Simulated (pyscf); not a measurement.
:C=CH₂ [singlet] -> acetylene (HC≡CH) (hydrogen shift; singlet surface; C–H broken, C–H formed). PySCF, gas phase, ωB97X-D3(BJ)/def2-SVP geometries. Correlated levels are frozen-core, on RHF or UHF. ΔMP2 is the change of the MP2 total energy from the triple- to the quadruple-zeta basis. Energies in kcal/mol from the reactant's lowest minimum found.

```
level                             barrier  reaction energy
--------------------------------  -------  ---------------
ωB97X-D3(BJ)/def2-TZVP                4.1            -41.6
r²SCAN/def2-TZVP                      0.5            -44.7
B3LYP-D3(BJ)/def2-TZVP                4.1            -42.9
PBE0-D3(BJ)/def2-TZVP                 1.6            -44.0
M06-2X/def2-TZVP                      ___            -45.2
CCSD(T)/def2-TZVPP                    2.8            -44.3
CCSD(T)/def2-TZVPP + ΔMP2(QZVPP)      ___              ___
```

Some entries are withheld; supply them.


- M06-2X/def2-TZVP, barrier: 1.3
- CCSD(T)/def2-TZVPP + ΔMP2(QZVPP), barrier: 2.5
- CCSD(T)/def2-TZVPP + ΔMP2(QZVPP), reaction energy: -44.8

One saddle was located; it need not be the lowest between these sides. The CCSD(T) − MP2 part came from Ansatz, without density fitting, on the same reference.
